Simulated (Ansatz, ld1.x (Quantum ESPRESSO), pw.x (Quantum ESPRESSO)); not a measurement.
Equation-of-state test of one RRKJ potential (cerium)

| Item | Value |
| --- | --- |
| Element | cerium |
| Generator | ld1.x (Quantum ESPRESSO) 7.5 |
| Type | norm-conserving RRKJ (Kleinman–Bylander form) |
| Functional | PBEsol |
| Relativity | scalar-relativistic |
| Frozen core | [Xe] |
| Valence charge | 4 |
| Reference configuration | 4f1 5d1 6s1 6p0 (charge +1) |
| Partial waves | 6p (bound, empty): rc 3.95 bohr; 5d (bound): rc 2.68 bohr; 4f (bound): rc 1.90 bohr; 6s (bound): rc 3.70 bohr |
| Local potential | the s channel |
| Core correction | a·sin(br)/r model core, default radius (core density twice the valence density) |

Atomic tests: cutoffs needed: 60 Ry and 80 Ry (the cutoffs (Ry, on a coarse ladder) from which the occupation-weighted sum of valence levels, in a spherical-Bessel basis at the reference potential, stays within 10 and 1 mRy of its value at 400 Ry); ghost test: no extra level below or beside the all-electron valence levels (p, d, f, s tested) (spherical-Bessel basis up to 400 Ry, 20 bohr box); largest excitation error: -582 meV (all-electron minus pseudo) for 4f2 5d1 6s0 6p0, out of 7 test configurations.

Crystal test: fcc Ce in pw.x 7.5, no spin, 12³ k-points, Fermi–Dirac smearing 0.01 Ry, cutoffs 100/400 Ry. The reference is all-electron LAPW (Ansatz 0.2.0) with the same functional, mesh and smearing; V0 and B0 come from Birch–Murnaghan fits to the pressures at five volumes. Errors are pseudo minus all-electron; Δ is the rms difference of the E(V) curves that follow from these fits, minima aligned, over ±6 % about the mean V0. Mesh and smearing are coarse, so the numbers serve the comparison and aren't converged zero-temperature values; the lattice is a test structure that the element need not adopt. Spin polarisation and strong correlation are left out, which matters for this element.

All-electron: a0 = 4.605 Å (V0 = 24.42 Å³/atom), B0 = 43.6 GPa.

Task: How far does the potential miss the all-electron equation of state?

Result: mean pressure error (GPa): +13.86. The pressure does not cross zero within the volumes sampled, so no fit is given. The largest radius (3.95 bohr) exceeds half the bond length (3.08 bohr), so the spheres overlap, which is one possible source of error among others. This is a poor potential for the solid. The pseudo pressure rises with volume over part of the range, a mechanical instability.

```
V (Å³/atom)  P all-electron (GPa)  P pseudo (GPa)
     23.156                  2.62           14.12
     23.766                  1.25           14.27
     24.375                  0.07           14.53
     24.984                 -0.95           14.11
     25.594                 -1.84           13.42
```

Task: At the middle volume, how do free energy and pressure move when the wave cutoff is lowered (ecutrho kept at four times it)?

Result:

```csv
cutoff (Ry),shift of F (meV/atom),shift of P (GPa)
45,+1444.0,-49.78
60,+30.9,-2.06
80,+6.1,-0.45
```

The 8 pw.x runs together took about 11 min on one core of a shared server CPU.
